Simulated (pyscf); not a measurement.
Optimised with ωB97X-D3(BJ)/def2-SVP in PySCF.

**Question.** Estimate the classical barrier height and the reaction energy of H₃C–CH(CH₃)–NH₂ (SMILES CC(C)N) → H₂C=CH–CH₃ (SMILES C=CC) + NH₃ (SMILES N) at ωB97M-D3(BJ)/def2-TZVP. The step runs on the singlet surface, breaks C–N, C–H and forms H–N; take the reactant's lowest minimum found as zero.

**Answer.** ΔE‡ = 3.12 eV, ΔE = +0.78 eV. Zero-point energy shifts the barrier by -0.18 eV. It is an elimination, with an imaginary mode of 866i cm⁻¹. This is the saddle that the search found; another between the same sides may lie lower.
